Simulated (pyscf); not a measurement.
•S–GaH₂ + hydrogen (H₂) → HS–GaH₂ + H atom (H•), a hydrogen abstraction (doublet surface; H–H broken, H–S formed). Single points on ωB97X-D3(BJ)/def2-SVP structures (PySCF, gas phase). Energies in eV from the separated reactants.

Small-basis levels: PySCF, no dispersion term, spherical d functions. AM1 to PM7: differences of heats of formation from MOPAC, which are fitted to 298 K values and so differ in kind from electronic energies by zero-point and thermal terms. Open shells are spin-unrestricted. 

```json
[
 {"level": "HF/3-21G", "barrier": "1.39", "reaction energy": "+1.11"},
 {"level": "HF/6-31G*+LANL2DZ", "barrier": "1.16", "reaction energy": "+0.75"},
 {"level": "MP2/6-31G*+LANL2DZ", "barrier": "0.91", "reaction energy": "+0.56"},
 {"level": "PBE/6-31G*+LANL2DZ", "barrier": "0.70", "reaction energy": "+0.73"},
 {"level": "PBE/def2-SVP", "barrier": "0.55", "reaction energy": "+0.60"},
 {"level": "B3LYP/def2-SVP", "barrier": "0.77", "reaction energy": "+0.80"},
 {"level": "PM7", "barrier": "1.84", "reaction energy": "+2.21"},
 {"level": "ωB97M-D3(BJ)/def2-TZVP", "barrier": "0.80", "reaction energy": "+0.65"}
]
```

Against the last row the barrier runs from -0.25 (PBE/def2-SVP) to +1.04 eV (PM7). At PBE/6-31G*+LANL2DZ, PBE/def2-SVP, B3LYP/def2-SVP, PM7 this geometry lies under one side, so the entry may be no barrier of that level: it is a single point on another level's saddle. ωB97M-D3(BJ)/def2-TZVP has limits of its own. •S–GaH₂ lies 0.39 eV over its isomer [HS–GaH]• (electronic energy, ωB97M-D3(BJ)/def2-TZVP). One saddle was located; it need not be the lowest between these sides. The angle at the transferred H is 174°. In the def2 sets elements up to Kr have no core potential.
